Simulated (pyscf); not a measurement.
Four-centre exchange: HO–Zn–Cl + hydrogen (H₂) → water (H₂O) + Cl–ZnH

Gas phase, singlet surface, charge 0. Bonds broken: O1–Zn2, H5–H6. Bonds formed: O1–H5, Zn2–H6. Optimised with ωB97X-D3(BJ)/def2-SVP in PySCF.

Transition state (Å):

```xyz
6

O     -0.3286    -0.5040    -0.3419
Zn     0.9374     0.7145     0.4401
Cl     1.3654     2.5869     1.3237
H     -0.9142    -0.3403    -1.0928
H      0.9005    -0.9348    -0.4304
H      1.8450    -0.8209    -0.1375
```

One imaginary mode, 1237i cm⁻¹; descent along it reached the two sides named, in the forms told below.

```
bond    change  reactant side (Å)  saddle  product side
------  ------  -----------------  ------  ------------
O1–Zn2  breaks              1.774   1.923         2.144
H5–H6   breaks              0.764   0.995           3.6
O1–H5    forms              2.485   1.305         0.964
Zn2–H6   forms              2.467   1.875         1.542
```

Electronic energies relative to the separated reactants (kcal/mol):

```csv
level,barrier,reaction energy,reverse barrier
ωB97X-D3(BJ)/def2-TZVP,22.0,+2.1,20.0
PBE/def2-TZVP,19.3,+1.4,17.9
r²SCAN/def2-TZVP,19.7,+2.6,17.1
B3LYP-D3(BJ)/def2-TZVP,22.1,+1.7,20.4
PBE0-D3(BJ)/def2-TZVP,19.1,+0.3,18.8
M06-2X/def2-TZVP,20.6,+4.2,16.4
ωB97M-D3(BJ)/def2-TZVP,21.7,+0.2,21.4
HF/def2-TZVP,29.2,-0.8,30.0
```

With ωB97M-D3(BJ)/def2-TZVP energies and thermal terms (ideal gas, 1 atm, RRHO with modes under 100 cm⁻¹ raised to 100, one conformer, R ln 2 for chiral ones without a mode under 150 cm⁻¹), in kcal/mol:

```json
[
 {"T (K)": "298", "ΔH‡": "21.9", "ΔG‡": "30.0", "ΔH": "+2.8", "ΔG": "+1.9"},
 {"T (K)": "600", "ΔH‡": "21.1", "ΔG‡": "38.5", "ΔH": "+2.0", "ΔG": "+1.3"},
 {"T (K)": "900", "ΔH‡": "20.9", "ΔG‡": "47.3", "ΔH": "+1.4", "ΔG": "+1.0"},
 {"T (K)": "1200", "ΔH‡": "21.1", "ΔG‡": "56.0", "ΔH": "+1.1", "ΔG": "+1.0"}
]
```

On the product side the descent ends in an adduct with a O–Zn contact (not fully relaxed), 12.9 kcal/mol under the separated species and 32.8 kcal/mol under the saddle at ωB97X-D3(BJ)/def2-TZVP. What is counted as broken (O–Zn) persists as a longer contact in the product adduct; parting that adduct is a step of its own. At the saddle there is also a short H–Zn contact that neither side keeps. One saddle was located; it need not be the lowest between these sides. Elements up to Kr have no core potential and no relativistic terms here.
